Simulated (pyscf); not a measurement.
Single points on ωB97X-D3(BJ)/def2-SVP structures (PySCF, gas phase).

Problem. Estimate the classical barrier height and the reaction energy of HO–Si(F)(O–SiH₃)–O–SiH₃ + water (H₂O) → HO–Si(OH)(O–SiH₃)–O–SiH₃ + hydrogen fluoride (HF) at ωB97M-D3(BJ)/def2-TZVP. The step runs on the singlet surface, breaks F–Si, H–O and forms O–Si, F–H; take the separated reactants as zero.

Solution. ΔE‡ = 1.02 eV, ΔE = +0.43 eV. Zero-point energy shifts the barrier by +0.08 eV. It is a four-centre exchange, with an imaginary mode of 484i cm⁻¹. On the reactant side the descent ends in a complex (not fully relaxed), 0.30 eV under the separated species and 1.32 eV under the saddle at ωB97X-D3(BJ)/def2-TZVP. On the product side the descent ends in a bound adduct, 0.42 eV under the separated species and 1.03 eV under the saddle at ωB97X-D3(BJ)/def2-TZVP. This is the saddle that the search found; another between the same sides may lie lower.
